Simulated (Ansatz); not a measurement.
**CCl₂F radical: up Jacob's ladder to CCSD(T)**

One table from this session's results is given with a row withheld; the runs are named, their logs left out.

Computed with Ansatz 0.2.0, Gaussian basis. Level: functionals in def2-TZVPP, the program's frozen cores in correlated methods.

Plan: LDA (SPW92), PBE-D4, revPBE-D4, BLYP-D4, r2SCAN-D4, B97M-V, PBE0-D4, B3LYP-D4, r2SCANh-D4, r2SCAN0-D4, HSE06-D4, BHLYP-D4, CAM-B3LYP-D4, LC-ωPBE, ωB97X-V, ωB97M-V, B2PLYP, PBE-QIDH; CCSD(T)/def2-SVP; CCSD(T)/def2-TZVPP; MP2/def2-QZVPP; extrapolation to the limit; RPA on PBE.

**Structure used throughout**

All runs share one geometry, relaxed beforehand with PBE0-D4 in a triple-zeta def2 set.

SMILES `F[C](Cl)Cl`, 4 atoms, charge 0, spin multiplicity 2.

Atoms are counted from 1 here; the program's logs count them from 0.

Bond lengths: F1–C2 1.320 Å, C2–Cl3 1.708 Å, C2–Cl4 1.708 Å. Angles: F1–C2–Cl3 113.5°, F1–C2–Cl4 113.5°, Cl3–C2–Cl4 117.7°.

Coordinates:

```xyz
4
CCl2F
F     1.2059   -0.0785    0.6474
C    -0.0372    0.1076    0.2429
Cl   -0.9338   -1.3399    0.1080
Cl   -0.1794    1.2505   -1.0185
```

The first run:

in.yaml

```yaml
crystal:
  periodic: [false, false, false]
  atoms:
    - {symbol: F, position_ang: [1.205854, -0.078500, 0.647358]}
    - {symbol: C, position_ang: [-0.037166, 0.107620, 0.242896]}
    - {symbol: Cl, position_ang: [-0.933799, -1.339874, 0.108032]}
    - {symbol: Cl, position_ang: [-0.179389, 1.250455, -1.018485]}
basis:
  gaussian: {orbitals: def2-TZVPP}
magnetization: {spin_polarized: true, initial_magnetization: 1}
hamiltonian: {xc: lda}
output: {orbitals: {seedname: orbitals}}
```

Among the steps run: LDA; PBE-D4 (GGA); revPBE-D4 (GGA); BLYP-D4 (GGA); r2SCAN-D4 (meta-GGA); B97M-V (meta-GGA); PBE0-D4 (hybrid); B3LYP-D4 (hybrid); r2SCANh-D4 (hybrid); r2SCAN0-D4 (hybrid); HSE06-D4 (hybrid); BHLYP-D4 (hybrid); CAM-B3LYP-D4 (range-separated); LC-ωPBE-D4 (range-separated; the results give it without D4); ωB97X-V (range-separated); ωB97M-V (range-separated); B2PLYP (double hybrid); PBE-QIDH (double hybrid).

One table of the session follows, with a row left open; its other results are not shown here.

It belongs to the step «Frontier levels by functional». 

```
  functional  HOMO (eV)  LUMO (eV)  gap (eV)
 LDA (SPW92)      -5.28      -3.93      1.34
      PBE-D4      -5.27      -3.45      1.81
   revPBE-D4      -5.23      -3.33      1.90
     BLYP-D4      -5.13      -3.45      1.68
   r2SCAN-D4      -5.80      -2.87      2.93
      B97M-V      -5.59      -3.18      2.40
     PBE0-D4          ?          ?         ?
    B3LYP-D4      -6.54      -2.75      3.79
  r2SCANh-D4      -6.37      -2.47      3.91
  r2SCAN0-D4      -7.24      -1.87      5.37
    HSE06-D4      -6.44      -2.72      3.72
    BHLYP-D4      -8.29      -1.24      7.06
CAM-B3LYP-D4      -8.23      -1.30      6.93
     LC-ωPBE      -9.66       0.14      9.80
     ωB97X-V      -9.15      -0.27      8.88
     ωB97M-V      -8.85      -0.42      8.43
```

**Question.** Estimate the row for PBE0-D4.

The run gave: HOMO (eV): -6.85; LUMO (eV): -2.33; gap (eV): 4.52. In the column «HOMO (eV)» it lies between r2SCAN0-D4 (-7.24) and B3LYP-D4 (-6.54).
